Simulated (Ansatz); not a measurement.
Ansatz (a first-principles code) input:

Ansatz 0.2 input:
```yaml
crystal:
  periodic: [false, false, false]
  atoms:
    - {symbol: C, position_ang: [0.83145284, 1.71868217, -0.11168025]}
    - {symbol: C, position_ang: [0.07487601, 0.68915584, 0.04894968]}
    - {symbol: C, position_ang: [-0.72285572, -0.38096467, 0.21818193]}
    - {symbol: C, position_ang: [-0.37824351, -1.67864707, -0.07768856]}
    - {symbol: H, position_ang: [1.49761270, 2.07883552, 0.66273016]}
    - {symbol: H, position_ang: [0.84859251, 2.29119135, -1.03100921]}
    - {symbol: H, position_ang: [-1.71214714, -0.18738145, 0.62067463]}
    - {symbol: H, position_ang: [0.59009100, -1.91840055, -0.47790391]}
    - {symbol: H, position_ang: [-1.06911615, -2.48441559, 0.08415964]}
basis:
  gaussian:
    orbitals: def2-TZVP
hamiltonian:
  xc: b3lyp
  dispersion: d3bj
magnetization: {spin_polarized: true, initial_magnetization: 1}
relax: {f_tol: 0.002, max_steps: 150}
```

### Question
What final total energy does it print?

### Answer
-155.39988 Eh (B3LYP-D3(BJ)/def2-TZVP). The basis has 154 functions.

It need not be the lowest isomer of its formula.
